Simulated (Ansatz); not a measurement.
This geometry of BFH₄S (7 atoms, charge 0, multiplicity 1) is a first-order saddle point.

Method: RKS PBE0-D4/def2-SVP (Ansatz 0.2.0).

```xyz
7
Properties=species:S:1:pos:R:3
B 0.108 -0.300 -0.031
F -0.169 0.042 1.500
H 1.196 0.126 -0.324
H -0.871 -0.033 -0.679
S 0.265 -2.216 0.382
H -1.039 -2.549 0.252
H -0.017 -1.100 1.566
```

**Question.** Which two structures does it join? (They come from a converged band through this point; their orientation in space is the band's.)

**Answer.** Bonds broken: B1–F2, S5–H7. Bonds formed: F2–H7. BFH4S becomes BH3S + FH.

Image 0:

```xyz
7
Properties=species:S:1:pos:R:3
B -0.002 0.029 0.004
F -0.577 0.487 1.146
H 1.196 0.206 -0.118
H -0.706 -0.016 -0.987
S 0.115 -2.165 0.315
H -1.151 -2.395 0.729
H 0.596 -2.176 1.578
```

Image 10:

```xyz
7
Properties=species:S:1:pos:R:3
B 0.144 -0.530 -0.399
F -0.152 0.106 2.144
H 1.203 0.035 -0.461
H -0.898 -0.041 -0.738
S 0.232 -2.248 0.106
H -1.082 -2.560 0.031
H 0.025 -0.792 1.984
```

**Question.** How far does it lie above each of them?

**Answer.** 0.92 eV above the first and 0.24 eV above the second. This is the barrier of this one path; another mechanism may lie lower. The orbitals stay closed-shell, which can raise the energy where a bond breaks towards radicals; this wasn't checked here.

The run took 2.9 min on 1 thread of Arm Neoverse V1 (shared host), peak memory 0.12 GiB.
